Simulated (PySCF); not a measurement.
## Atomic charges by several schemes

Species: dihydrogen phosphate, H2O4P (charge -1).
Geometry (GFN2-xTB, Å), atoms numbered from 1 in this order:
```
atom  x, y, z in Å
O1    -0.759   -0.650    1.428
P2    -0.425   -0.151    0.070
O3    -1.383   -0.113   -1.064
O4     0.224    1.384    0.208
O5     0.952   -0.964   -0.419
H6     0.084    1.700   -0.680
H7     1.311   -1.202    0.430
```

Density: PBE0/pcSseg-1 (PySCF); schemes: Mulliken, IAO, Hirshfeld and ESP-fitted. Geometry: GFN2-xTB, one conformer, isolated ion. The pcSseg-1 basis has no diffuse functions, a weakness for an anion.

For which atoms does the sign change between the 4 schemes (beyond +0.03 e in one, beyond −0.03 e in another)?

For none.

Which atoms carry the highest charge in the Mulliken, IAO, Hirshfeld and ESP-fitted schemes?

All schemes agree: Mulliken P2 (+1.202); IAO P2 (+1.941); Hirshfeld P2 (+0.407); ESP-fitted P2 (+1.273).

Give the atomic charges in each scheme.

In e:

```
atom            environment  Mulliken     IAO  Hirshfeld  ESP-fitted
  O1     oxygen bonded to P    -0.734  -1.005     -0.506      -0.795
  P2  phosphoryl phosphorus    +1.202  +1.941     +0.407      +1.273
  O3     oxygen bonded to P    -0.734  -1.005     -0.506      -0.795
  O4        hydroxyl oxygen    -0.568  -0.812     -0.330      -0.734
  O5        hydroxyl oxygen    -0.568  -0.812     -0.330      -0.736
  H6      hydroxyl hydrogen    +0.201  +0.346     +0.132      +0.393
  H7      hydroxyl hydrogen    +0.201  +0.346     +0.132      +0.395
```

Mean size of the charges over all atoms: IAO 0.895 e, ESP-fitted 0.731 e, Mulliken 0.601 e, Hirshfeld 0.335 e. Each set sums to the total charge, -1, to within 0.001 e. The IAO scheme projects the occupied orbitals on a minimal set of polarised atomic orbitals and counts the electrons in each atom's part of it.

How many electrons does the Hirshfeld scheme count on O1?

Z − q = 8 − (-0.506) = 8.506.

Sum the charges by element, for elements with more than one atom.

```tsv
element	atoms	Mulliken	IAO	Hirshfeld	ESP-fitted
O	4	-2.604	-3.634	-1.671	-3.060
H	2	+0.401	+0.693	+0.265	+0.787
```
